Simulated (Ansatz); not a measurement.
I need a single point in a Gaussian basis of NO (charge -1). Use Ansatz 0.2.0 through its Python package. Use: PBE0, cc-pVDZ basis, multiplicity 3.

Input file `no.xyz`:
```text
2

N     0.00000    0.00000    0.00000
O     0.00000    0.00000    1.35500
```

The script, `energy.py`:
```python
"""Single point of NO(-)."""

import sys
import warnings

import ansatz as az
import numpy as np


def main() -> None:
    warnings.simplefilter("ignore", az.DeckWarning)

    molecule = az.Crystal.molecule_from_extxyz("no.xyz")

    setup = (
        molecule.calculation()
        .basis(gaussian="cc-pVDZ")
        .functional("pbe0")
        .charge(-1)
        .spin("collinear", total=2)
        .forces()
    )
    try:
        report = setup.run(threads=1).report
    except az.AnsatzError as error:
        sys.exit(f"{type(error).__name__}: {error}")

    print(f"E = {report['free_energy_ev']:.6f} eV = {report['free_energy_ev'] / 27.211386246:.7f} Ha")
    print("converged:", report["converged"], " doubts:", report["published_state_doubts"] or "none")

    symbols = [site.symbol for site in molecule.cartesian_sites]
    forces = np.array(report["forces_ev_ang"])
    print("largest force", round(float(np.linalg.norm(forces, axis=1).max()), 4), "eV/A, rms", round(float(np.sqrt((forces ** 2).mean())), 4))

    charges = report["charge_distribution"]
    print("dipole moment", round(4.803205 * float(np.linalg.norm(charges["dipole_moment_e_ang"])), 3), "D")
    print("Mulliken:", [(s, round(q, 3)) for s, q in zip(symbols, charges["mulliken_charges_e"])])


if __name__ == "__main__":
    main()
```

```console
$ python energy.py
E = -3530.014537 eV = -129.7256415 Ha
converged: True  doubts: none
largest force 4.2075 eV/A, rms 2.4292
dipole moment 0.445 D
Mulliken: [('N', -0.463), ('O', -0.537)]
```

What to keep in mind:
- Total energies depend on the basis set; only differences at equal settings carry meaning.
- The geometry is a force-field or estimated start, not a minimum of this method, and the basis set is short of its limit.
- The run takes the species as open-shell (spin multiplicity 3), which needn't be its ground state.
- An ion's dipole depends on the origin; the program takes it about the centre of nuclear charge.
- The spin state was assumed, and another may lie lower.
- Anions want diffuse functions, which this basis lacks.
- Timing: 1 s on 1 thread of Arm Neoverse V1, with other jobs on the host, peak memory 0.15 GiB.
